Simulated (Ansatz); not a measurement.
hcp Sc was calculated with rVV10 (Ansatz, a first-principles code, PAW).

Run with plane-wave cutoff 500 eV, 30×30×14 k mesh (along the axes of the cell as run), Fermi–Dirac smearing 0.1 eV, scalar-relativistic PAW data made under PBE.

Computed at the level's own relaxed cell.

### Question
Give the computed volume per atom, lattice parameter a and lattice parameter c.

### Answer

* **volume per atom**: 24.38 Å³/atom
* **lattice parameter a**: 3.303 Å
* **lattice parameter c**: 5.160 Å

Measured, for comparison: lattice constant a 3.309 Å, lattice parameter c 5.268 Å (293 K, no zero-point or thermal correction; as tabulated in Wikipedia's data pages). Computed (rounded) less measured: lattice constant a -0.2 %, lattice parameter c -2.1 %.

The result took around 2.4 core-minutes (rough).
